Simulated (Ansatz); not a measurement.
Input for Ansatz (development build ahead of 0.2.0):

```yaml
crystal:
  periodic: [false, false, false]
  atoms:
    - { symbol: "N", position_ang: [-0.03206, 0.01926, -0.59847] }
    - { symbol: O, position_ang: [0.01157, -0.01247, 0.54163] }
basis:
  gaussian: { orbitals: STO-3G }
total_charge: 1
hamiltonian:
  xc: hf
correlation:
  method: mp2
  frozen_orbitals: { "N": 1, O: 1 }
```

The input is written out in the form of the current development build from the run's settings.

Results

```
Converged                       : yes
Reference energy                : -127.20405 hartree
Correlation energy              : -0.20198 hartree
Total energy                    : -127.40603 hartree
Spin squared of the determinant : 0.000
```
